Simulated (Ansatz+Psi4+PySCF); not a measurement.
```xyz
2

N     0.0000    0.0000    0.1559
H     0.0000    0.0000   -1.0914
```

Basis set: cc-pVTZ (spherical functions). Left uncorrelated: 1 orbital. Correlation on ROHF uses semicanonical orbitals with singles. Charge 0, multiplicity 3.

Computed with Ansatz (development build ahead of 0.2.0) and Psi4 1.11; each method stands on the lowest determinant of its kind that the runs found.

Task: Give the vertical ionization energy (product with multiplicity 2 at the same shape, open shells in the same class of orbitals) of triplet NH by UHF-CCSD(T), UHF-CCSD, ROHF-CCSD, ROHF-MP2, UHF-MP2, UHF, ROHF.

Result:

| method | ionization energy |
| --- | --- |
| UHF-CCSD(T) | 13.19 eV |
| UHF-CCSD | 13.17 eV |
| ROHF-CCSD | 13.14 eV |
| ROHF-MP2 | 13.31 eV |
| UHF-MP2 | 13.38 eV |
| UHF | 12.35 eV |
| ROHF | 12.52 eV |

Caution for UHF-CCSD(T), UHF-CCSD, UHF-MP2: large amplitudes, a single reference is doubtful. Caution for UHF-CCSD(T), UHF-CCSD, UHF-MP2, UHF: the determinant breaks the point group; the unrestricted determinant is spin contaminated. Caution for ROHF-MP2, UHF-MP2: MP2 on this radical cation hangs on the determinant chosen. Caution for UHF-MP2: another reference gives a lower total.
